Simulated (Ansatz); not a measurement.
bcc Li was calculated with PBEsol (Ansatz, an electronic-structure program, plane waves, PAW).

A relaxed, unreconstructed slab of the (310) face has 10 atoms, two equal faces of 18.632 Å² each and an energy of -2028.7740 eV. A bulk cell of 10 atoms with the same orientation and in-plane k mesh has -2029.9806 eV. Energies are extrapolated to zero smearing.

Settings: plane-wave cutoff 500 eV, 16×16×1 k mesh (along the axes of the cell as run), Fermi–Dirac smearing 0.1 eV, scalar-relativistic PAW data made under PBE.

Worked out: γ = (E_slab − N E_bulk per atom)/2A = [-2028.7740 − 10 × (-2029.9806/10)]/(2 × 18.632) = 0.0324 eV/Å². With 16.022 J/m² per eV/Å² this is 0.52 J/m², or 0.60 eV per surface cell and face.
